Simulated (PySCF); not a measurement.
A structure optimised at B3LYP-D3(BJ)/def2-SVP, used in a PySCF frequency run:

```xyz
13

C      1.2021    -0.6940    -0.0562
N      0.0000     0.0000     0.3511
C     -1.2021    -0.6940    -0.0562
C      0.0000     1.3881    -0.0562
H      1.3185    -0.7612    -1.1646
H      1.2008    -1.7217     0.3411
H      2.0914    -0.1791     0.3411
H     -1.3185    -0.7612    -1.1646
H     -2.0914    -0.1791     0.3411
H     -1.2008    -1.7217     0.3411
H      0.0000     1.5224    -1.1646
H     -0.8906     1.9008     0.3411
H      0.8906     1.9008     0.3411
```
Charge 0, spin multiplicity 1.

Question: Write its SMILES, formula and point group.

Answer: CN(C)C, C₃H₉N, C3v

Question: What are its rotational constants (standard atomic weights)?

Answer: 8.6905, 8.6905, 4.9026 GHz
